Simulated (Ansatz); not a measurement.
# CH₂O (singlet): wave-function methods side by side, STO-3G

One table from this session's results is given with a row withheld; the runs are named, their logs left out.

The runs use Ansatz 0.2.0, Gaussian basis; STO-3G, core rule «outside noble gas», up to 2 orbitals frozen.

Plan: UHF; CCSD(T) on RHF; CCSD(T) on UHF; BCCD(T) on RHF; CISD; CCSDT(Q) on RHF; CCSDT(Q) on UHF; CISDTQ; CCSDTQ on RHF; CCSDTQ on UHF; CASSCF and MRCISD+Q, 12 electrons in 10 orbitals; CASSCF and NEVPT2, 12 electrons in 10 orbitals; Full CI.

9 further runs of the same task are left out: 9 set aside as unsound or not needed.

## The geometry

The geometry is an MP2(full)/6-31G* stationary point (not a proven minimum).

4 atoms, charge 0, spin multiplicity 1.

Atoms are counted from 1 here; the program's logs count them from 0.

Bond lengths: O1–C2 1.220 Å, C2–H3 1.104 Å, C2–H4 1.104 Å. Angles: O1–C2–H3 122.2°, O1–C2–H4 122.2°, H3–C2–H4 115.7°.

Set-up of the first run:

in.yaml reads:

```yaml
crystal:
  periodic: [false, false, false]
  atoms:
    - {symbol: O, position_ang: [0.000000, 0.000000, 0.609421]}
    - {symbol: C, position_ang: [0.000000, 0.000000, -0.610694]}
    - {symbol: H, position_ang: [0.000000, 0.934390, -1.198244]}
    - {symbol: H, position_ang: [0.000000, -0.934390, -1.198244]}
basis:
  gaussian: {orbitals: STO-3G}
magnetization: {spin_polarized: true, initial_magnetization: 0}
hamiltonian: {xc: hf}
output: {orbitals: {seedname: orbitals}}
```

Run with:

```
> ansatz run in.yaml --threads 1 --pin off --events-out ev --progress --plain --max-ram 3328MiB --backend cpu
```

Among the steps run: UHF; CCSD(T) on RHF; CCSD(T) on UHF; BCCD(T) on RHF; CISD; CCSDT(Q) on RHF; CCSDT(Q) on UHF; CISDTQ; CCSDTQ on RHF; CCSDTQ on UHF; CASSCF and MRCISD+Q, 12 electrons in 10 orbitals; CASSCF and NEVPT2, 12 electrons in 10 orbitals; Full CI.

One of the session's tables, all rows but one given; the rest of the session is left out.

```
          method  from FCI (kcal/mol)
             RHF               +91.62
             UHF               +87.81
            RMP2                    ?
            CISD                +5.91
           RCCSD                +1.68
        RCCSD(T)                +0.49
         BCCD(T)                +0.50
          RCCSDT                +0.24
          CISDTQ                +0.19
       RCCSDT(Q)                +0.05
         RCCSDTQ                +0.02
  CASSCF valence                 0.00
  NEVPT2 valence                 0.00
  MRCISD valence                 0.00
MRCISD+Q valence                 0.00
             FCI                    0
```

**Question.** Estimate the row for RMP2.

**Answer.** from FCI (kcal/mol): +17.66. In the column «from FCI (kcal/mol)» it lies between CISD (+5.91) and UHF (+87.81).

Not comparable, so not listed: CCSD(T) on UHF; CCSDTQ on UHF (they don't share determinant, frozen orbitals or solution with the rows shown, or repeat one).
